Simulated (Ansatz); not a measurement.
What does this script print? It uses the Ansatz DFT code, driven from Python.

`run_opt.py`:
```python
"""Relax the C2H6O molecule."""

import ansatz as az
import numpy as np


def main() -> None:
    system = (
        az.Crystal.molecule()
        .atom("C", (-0.54189, 0.57641, -0.46772))
        .atom("C", (0.30817, -0.6076, -0.01936))
        .atom("O", (1.19881, -0.27648, 1.0206))
        .atom("H", (-1.17505, 0.28581, -1.30149))
        .atom("H", (0.09764, 1.39862, -0.78021))
        .atom("H", (-1.17696, 0.92071, 0.34771))
        .atom("H", (0.9405, -0.95268, -0.84035))
        .atom("H", (-0.3443, -1.43864, 0.28817))
        .atom("H", (0.69309, 0.09386, 1.75264))
    )

    model = system.calculation().basis(gaussian="6-31G*").functional("cam_b3lyp")
    symbols = [site.symbol for site in system.cartesian_sites]
    start = np.array([site.position_ang for site in system.cartesian_sites], dtype=float)
    def progress(event):
        if event["event"] == "relax_step":
            row = event["data"]
            print(f"step {row['step']:3d}  E = {row['lagrangian_ev']:.6f} eV  max force {row['allowed_force_max_ev_ang']:.4f} eV/A")


    report = model.relax(force_tolerance=0.02).session().plan().execute(on_event=progress).report
    end = np.array(report["positions_ang"])

    for key in ("converged", "free_energy_ev", "reference_energy_ev", "n_frozen", "n_occupied", "n_virtual"):
        print(f"{key:22s} {report[key]}")

    print("bond        before    after (A)")
    for i, j in [(0, 1), (0, 3), (0, 4), (0, 5), (1, 2), (1, 6), (1, 7), (2, 8)]:
        d0, d1 = (np.linalg.norm(xyz[i] - xyz[j]) for xyz in (start, end))
        print(f"{symbols[i]}{i}-{symbols[j]}{j}".ljust(10), f"{d0:8.4f} {d1:8.4f}")
    with open("c2h6o_opt.xyz", "w") as handle:
        handle.write(f"{len(symbols)}\nrelaxed C2H6O\n")
        handle.writelines(f"{s:2s} {x:11.6f} {y:11.6f} {z:11.6f}\n" for s, (x, y, z) in zip(symbols, end))


if __name__ == "__main__":
    main()
```

```console
$ python run_opt.py
step   1  E = -4216.527318 eV  max force 0.3910 eV/A
step   2  E = -4216.534996 eV  max force 0.1329 eV/A
step   3  E = -4216.536266 eV  max force 0.0391 eV/A
step   4  E = -4216.536108 eV  max force 0.1255 eV/A
step   5  E = -4216.536399 eV  max force 0.0132 eV/A
converged              True
free_energy_ev         -4216.536476776735
reference_energy_ev    -4216.536476776735
n_frozen               0
n_occupied             [13, 13]
n_virtual              [44, 44]
bond        before    after (A)
C0-C1        1.5250   1.5203
C0-H3        1.0865   1.0949
C0-H4        1.0875   1.0936
C0-H5        1.0894   1.0968
C1-O2        1.4087   1.4159
C1-H6        1.0922   1.0936
C1-H7        1.1004   1.1009
O2-H8        0.9637   0.9677
```

`c2h6o_opt.xyz`, as written:
```text
9
relaxed C2H6O
C    -0.538842    0.572681   -0.470529
C     0.309410   -0.603748   -0.014778
O     1.210816   -0.255923    1.020285
H    -1.188974    0.290318   -1.305058
H     0.099979    1.400916   -0.789791
H    -1.180990    0.932178    0.342674
H     0.935113   -0.960434   -0.837729
H    -0.335614   -1.443525    0.286521
H     0.689112    0.067547    1.768395
```

The settings weren't tested for convergence. The end point is the stationary point reached from this start; no frequency run checks that it is a minimum, and the basis set is modest. Hardware and time: 11 s on 1 thread of Intel(R) Xeon(R) Platinum 8488C (Sapphire Rapids) (shared host), peak memory 0.2 GiB.

(Lines on the test bed's own set-up are left out of the output.)
